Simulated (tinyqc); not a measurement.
Orbital energy against energy difference: ionisation energy by orbital energies and by energy differences in the 6-31g basis, for CO, spin multiplicity 1. Computed by the program tinyqc with PySCF. 

Geometry (angstrom):
```
atom,x,y,z
C,0.0000,0.0000,0.0000
O,0.0000,0.0000,1.0980
```

CCSD(T) difference in the same basis = 13.0589 eV

IP-EOM-CCSD = 13.2414 eV

The cation is unrestricted; errors are against CCSD(T) in this basis, not against experiment.

First vertical ionisation energy (eV):
```
method,-e(HOMO),E(cation) - E,error of -e(HOMO),error of the difference
HF,14.897,12.92238,1.838,-0.137
LDA,8.468,13.82791,-4.591,0.769
PBE,8.435,13.63933,-4.624,0.580
B3LYP,9.983,13.97350,-3.076,0.915
PBE0,10.290,13.84396,-2.769,0.785
CAM-B3LYP,11.850,14.04525,-1.209,0.986
LC-wPBE,13.392,13.98610,0.333,0.927
```

Koopmans errs by +1.84 eV and Delta-HF by -0.14 eV: relaxation, 1.97 eV, lowers the value and the missing correlation difference works against it. The PBE level is off by -4.6 eV through the wrong tail of its potential, though its energy difference is off by +0.58 eV; exact exchange deepens the level, and among the orbital energies LC-wPBE comes closest; among the differences HF does.
